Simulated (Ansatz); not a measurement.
# N2H4 (triplet): the correlation ladder at distance N1–H4 along a hydrogen transfer = 1.012 Å, cc-pVDZ

An exercise on one series of results from a longer session: the logs are not shown, and one member is left open.

The runs use Ansatz 0.2.0, Gaussian basis; cc-pVDZ, core rule «outside noble gas», up to 2 orbitals frozen.

Plan: UHF; CCSD(T) on ROHF; CCSD(T) on UHF; BCCD(T) on ROHF; CISD; CCSDT(Q) on ROHF; CCSDT(Q) on UHF; CASSCF and MRCISD+Q, 4 electrons in 4 orbitals; CASSCF and NEVPT2, 4 electrons in 4 orbitals; CASSCF and NEVPT2, 10 electrons in 10 orbitals.

8 further runs of the same task are left out: 7 that didn't finish, 1 set aside as unsound or not needed.

## The geometry

The geometry derives from fragments relaxed apart (PBE0/def2-TZVP) and kept rigid, so it is no stationary point. A hydrogen atom is moved between rigid fragments.

6 atoms, charge 0, spin multiplicity 3.

Atoms are counted from 1 here; the program's logs count them from 0.

Bond lengths: N1–H2 1.012 Å, N1–H3 1.012 Å, N1–H4 1.012 Å, N5–H6 1.040 Å. Angles: H2–N1–H3 107.1°, H2–N1–H4 107.1°, H3–N1–H4 107.1°.

The first run:

Contents of in.yaml:

```yaml
crystal:
  periodic: [false, false, false]
  atoms:
    - {symbol: N, position_ang: [-1.241234, 0.013798, -0.027687]}
    - {symbol: H, position_ang: [-1.538514, 0.981632, -0.027687]}
    - {symbol: H, position_ang: [-1.538513, -0.388500, 0.852572]}
    - {symbol: H, position_ang: [-0.228774, 0.013798, -0.027687]}
    - {symbol: N, position_ang: [1.361766, 0.013798, -0.027687]}
    - {symbol: H, position_ang: [1.630848, -0.990428, -0.027687]}
basis:
  gaussian: {orbitals: cc-pVDZ}
magnetization: {spin_polarized: true, initial_magnetization: 2}
hamiltonian: {xc: hf}
output: {orbitals: {seedname: orbitals}}
```

Launch:

```sh
> ansatz run in.yaml --threads 1 --pin off --events-out ev --progress --plain --max-ram 2393MiB
```

Steps of the session up to this table: UHF; CCSD(T) on ROHF; CCSD(T) on UHF; BCCD(T) on ROHF; CISD; CCSDT(Q) on ROHF; CCSDT(Q) on UHF; CASSCF and MRCISD+Q, 4 electrons in 4 orbitals; CASSCF and NEVPT2, 4 electrons in 4 orbitals; CASSCF and NEVPT2, 10 electrons in 10 orbitals.

One of the session's tables, all rows but one given; the rest of the session is left out.

It belongs to the step «Misses and costs». 

| method | from UCCSDT(Q) (meV) |
| --- | --- |
| ROHF | +9445.2 |
| UHF | +9238.0 |
| RMP2 | +1161.2 |
| UMP2 | +1157.8 |
| CISD | +922.0 |
| RCCSD | +203.2 |
| UCCSD | +199.7 |
| RCCSD(T) | +32.2 |
| UCCSD(T) | +30.8 |
| BCCD(T) | +32.0 |
| RCCSDT | +14.6 |
| UCCSDT | +13.3 |
| RCCSDT(Q) | +1.5 |
| UCCSDT(Q) | 0 |
| CASSCF pair | +8814.2 |
| NEVPT2 pair | ? |
| CASSCF valence | +6859.1 |
| NEVPT2 valence | +1269.7 |

Q: Estimate the row for NEVPT2 pair from the others.

**Answer.** from UCCSDT(Q) (meV): +1096.8. In the column «from UCCSDT(Q) (meV)» it lies between CISD (+922.0) and UMP2 (+1157.8).

Not comparable, so not listed: CASSCF and MRCISD+Q, 4 electrons in 4 orbitals (they don't share determinant, frozen orbitals or solution with the rows shown, or repeat one).

Limits of these values: Restricted and unrestricted rows rest on different reference determinants; where their highest levels disagree by more than a few hundredths of an eV, they describe different states and don't form one ladder. Warnings in the runs' records: passed over end.
